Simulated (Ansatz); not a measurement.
**α-phase Ga**

The numbers are results of PBE-D3(BJ) in Ansatz (PAW), not measurements.

Numerical settings: plane-wave cutoff 520 eV, 14×14×12 k mesh (along the axes of the cell as run), Fermi–Dirac smearing 0.05 eV, scalar-relativistic PAW data made under PBE.

Cell (relaxed at this level):

```xyz
4
Lattice="2.2470 -3.8191 0.0000 2.2470 3.8191 0.0000 0.0000 0.0000 4.5169" Properties=species:S:1:pos:R:3 pbc="T T T"
Ga     2.2470     2.6296     4.1417
Ga     2.2470     1.1895     1.8832
Ga     2.2470    -1.1895     2.6337
Ga     2.2470    -2.6296     0.3752
```

```
Property                                       Value
------------------------------------------  --------
bulk modulus                                56.9 GPa
band gap                                        none
pressure derivative B′ of the bulk modulus       5.3
```

Note: the bulk modulus comes from volumes at which shape and atoms were relaxed.

Spin–orbit coupling is not included.

Ansatz is a quantum-chemistry and plane-wave program.
